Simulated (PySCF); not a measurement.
Geometries of 2 isomers of C2HF3O, from PySCF, PBE0-D3(BJ)/def2-SVP geometry optimisation, gas phase. One conformer each, no zero-point energy, no frequencies.

Question: Which isomer lies lower at this level?
A.
```xyz
7
angstrom
F      0.893    1.312   -0.866
C     -0.124    0.696   -0.270
O      0.077    0.368    1.094
C      0.043   -0.662    0.205
F      1.167   -1.328    0.018
F     -0.965   -1.513    0.327
H     -1.094    1.142   -0.520
```
B.
```xyz
7
angstrom
O      0.602   -1.142   -1.345
C      0.685   -0.251   -0.557
C     -0.473    0.148    0.367
F     -0.043    0.152    1.629
F     -1.499   -0.672    0.261
F     -0.867    1.385    0.059
H      1.597    0.379   -0.414
```

Answer: B. That is trifluoroacetaldehyde, `O=CC(F)(F)F`, 16.6 kcal/mol below the other.

```json
{"SMILES": "O=CC(F)(F)F", "atoms numbered as above": "[O:1]=[CH:2][C:3]([F:4])([F:5])[F:6]", "E (Eh)": "-450.75956", "relative (kcal/mol)": "0.0", "relative (kJ/mol)": "0.0", "dipole (D)": "1.60"}
{"SMILES": "F[C@@H]1OC1(F)F", "atoms numbered as above": "[F:1][C@@H:2]1[O:3][C:4]1([F:5])[F:6]", "E (Eh)": "-450.73308", "relative (kcal/mol)": "16.6", "relative (kJ/mol)": "69.5", "dipole (D)": "1.77"}
```

As drawn, the lower has a C=O bond, which the higher lacks; the higher has a three-membered ring, which the lower lacks.
